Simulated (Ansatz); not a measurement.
Input for Ansatz (development build ahead of 0.2.0):

```yaml
crystal:
  periodic: [false, false, false]
  atoms:
    - { symbol: C, position_ang: [-0.16074, 0.08787, -0.1046] }
    - { symbol: H, position_ang: [0.45112, 0.81101, -0.64062] }
    - { symbol: H, position_ang: [-0.59448, -0.71947, -0.66999] }
    - { symbol: H, position_ang: [-0.73638, 0.44593, 0.70113] }
    - { symbol: H, position_ang: [2.53522, -1.53469, 1.87601] }
basis:
  gaussian: { orbitals: def2-SVP }
total_charge: 1
magnetization:
  spin_polarized: true
  initial_magnetization: 1
hamiltonian:
  xc: hf
output:
  forces: true
```

The input is written out in the form of the current development build from the run's settings.

Output:

| Item | Value |
| --- | --- |
| Converged | yes |
| Total energy | -39.68706 hartree |
| Spin squared of the determinant | 0.750 |
| Stability test | minimum |

Forces (eV/Å):
```csv
atom,Fx,Fy,Fz
C1,-1.757,1.642,-2.703
H2,1.081,-0.469,0.478
H3,0.693,-1.203,0.171
H4,-0.001,0.020,2.067
H5,-0.016,0.010,-0.012
```
